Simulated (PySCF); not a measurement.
**Fluorine: a sound run and one with changed settings**

Sound run: F [He] 2s2 2p5, F⁺ [He] 2s2 2p4. Computed with PySCF 2.14 in x2c-TZVPall (5s3p2d1f, 31 functions), with the spin-free X2C one-electron Hamiltonian (Gaussian nucleus). In the sound run the correlated levels freeze 1s2. The sound run starts from symmetry-adapted Hartree-Fock orbitals and uses a fine grid where one is needed.

Changed run: a valence shell is frozen. This setting is unsound on purpose.

```tsv
species	method	sound run (hartree)	changed run (hartree)	converged
F	MP2	-99.69685	-99.62083	yes
F	CCSD(T)	-99.71230	-99.62821	yes
F⁺	MP2	-99.06494	-98.99054	yes
F⁺	CCSD(T)	-99.08260	-98.99749	yes
```

Ionisation energy of F:

```json
{"method": "UHF", "sound run (eV)": "15.641", "changed run (eV)": "15.641"}
{"method": "MP2", "sound run (eV)": "17.195", "changed run (eV)": "17.151"}
{"method": "SCS-MP2", "sound run (eV)": "17.180", "changed run (eV)": "17.211"}
{"method": "CCSD", "sound run (eV)": "17.093", "changed run (eV)": "17.125"}
{"method": "CCSD(T)", "sound run (eV)": "17.135", "changed run (eV)": "17.163"}
```

Freezing a valence shell removes pair correlation that changes on ionisation.

For comparison, NIST gives 17.423 eV between the lowest levels.
